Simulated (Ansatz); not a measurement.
Geometry optimisation, Ansatz 0.2.0, RKS PBE0-D4/6-31G*.

Input file:

```yaml
crystal:
  periodic: [false, false, false]
  atoms:
    - { symbol: Al, position_ang: [0.175016, -0.370942, 0.109587] }
    - { symbol: "N", position_ang: [0.052734, -0.420955, 1.972323] }
    - { symbol: H, position_ang: [-0.812304, -0.597217, 2.464978] }
    - { symbol: H, position_ang: [0.847649, -0.579339, 2.576809] }
    - { symbol: H, position_ang: [1.627294, -0.397673, -0.528533] }
    - { symbol: H, position_ang: [-1.201782, -0.288877, -0.677201] }
    - { symbol: P, position_ang: [-0.539054, 2.924652, 0.965629] }
    - { symbol: H, position_ang: [-1.922724, 3.071213, 1.252636] }
    - { symbol: H, position_ang: [-0.120408, 3.900826, 1.912776] }
    - { symbol: H, position_ang: [-0.355321, 1.806411, 1.831296] }
basis:
  gaussian: { orbitals: "6-31G*" }
hamiltonian:
  xc: pbe0
  dispersion: d4
relax:
  f_tol: 0.03
  max_steps: 50
output:
  orbitals: {}
```

Run as:

```bash
$ ansatz run input.yaml --threads 1 --pin off --max-ram 2048MiB --backend cpu --events-out ev --progress --plain --runs-dir out
```

**Question.** Where does it end, and by what steps?

**Answer.** It converged. After 12 steps the energy has fallen by 0.503 eV; H10 moved furthest, 1.27 Å. Joined: Al1–P7 (3.48 → 2.66 Å).

```tsv
step	energy less start (eV)	largest force component (eV/Å)	accepted
0	0.0000	1.562	yes
1	-0.1026	0.954	yes
2	-0.1317	0.372	yes
3	-0.1372	0.220	yes
4	-0.1509	0.525	yes
5	-0.1809	1.069	yes
6	-0.2653	1.057	yes
7	-0.3713	0.844	yes
8	-0.4476	0.311	yes
9	-0.4597	0.676	yes
10	-0.4940	0.298	yes
11	-0.5015	0.077	yes
12	-0.5028	0.011	yes
```

```xyz
10
Properties=species:S:1:pos:R:3
Al 0.032 0.047 0.401
N 0.115 -0.896 1.928
H -0.655 -1.419 2.320
H 0.961 -1.066 2.453
H 1.426 0.496 -0.245
H -1.310 -0.104 -0.460
P -0.581 2.512 1.198
H -1.774 3.133 0.763
H 0.288 3.598 0.940
H -0.751 2.746 2.581
```

Whether the end is a true minimum wasn't checked by a vibrational analysis.

Run time: 42 s on 1 thread of Arm Neoverse V2, on a shared host, peak memory 0.14 GiB.
